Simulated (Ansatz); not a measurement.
# AlCO+ (triplet): wave-function methods side by side, def2-TZVPP

One table from this session's results is given with a row withheld; the runs are named, their logs left out.

Computed with Ansatz 0.2.0, Gaussian basis. Level: def2-TZVPP, core rule «outside noble gas», up to 7 orbitals frozen.

The runs, in order: UHF; ROHF; CCSD(T) on UHF.

**What is computed**

The geometry is a PBE0/def2-TZVP stationary point (not a proven minimum) of the parent state, kept for this charge and spin.

3 atoms, charge 1, spin multiplicity 3.

Atoms are counted from 1 here; the program's logs count them from 0.

Bond lengths: Al1–O2 1.815 Å, O2–C3 1.176 Å. Angles: Al1–O2–C3 180.0°.

The first run:

File in.yaml:

```yaml
crystal:
  periodic: [false, false, false]
  atoms:
    - {symbol: Al, position_ang: [0.000000, 0.000000, 1.602200]}
    - {symbol: O, position_ang: [0.000000, 0.000000, -0.213200]}
    - {symbol: C, position_ang: [0.000000, 0.000000, -1.389000]}
basis:
  gaussian: {orbitals: def2-TZVPP}
total_charge: 1
magnetization: {spin_polarized: true, initial_magnetization: 2}
hamiltonian: {xc: hf}
output: {orbitals: {seedname: orbitals}}
```

Launch:

```sh
> ansatz run in.yaml --threads 1 --pin off --events-out ev --progress --plain --max-ram 3968MiB --backend cpu
```

Among the steps run: UHF; ROHF; CCSD(T) on UHF.

One table of the session follows, with a row left open; its other results are not shown here.

```
  method  from UCCSD(T) (kcal/mol)
    ROHF                   +242.06
     UHF                   +241.72
    UMP2                         ?
   UCCSD                    +11.16
UCCSD(T)                         0
```

Q: Estimate the row for UMP2 from the others.

**Answer.** from UCCSD(T) (kcal/mol): +19.02. In the column «from UCCSD(T) (kcal/mol)» it lies between UCCSD (+11.16) and UHF (+241.72).
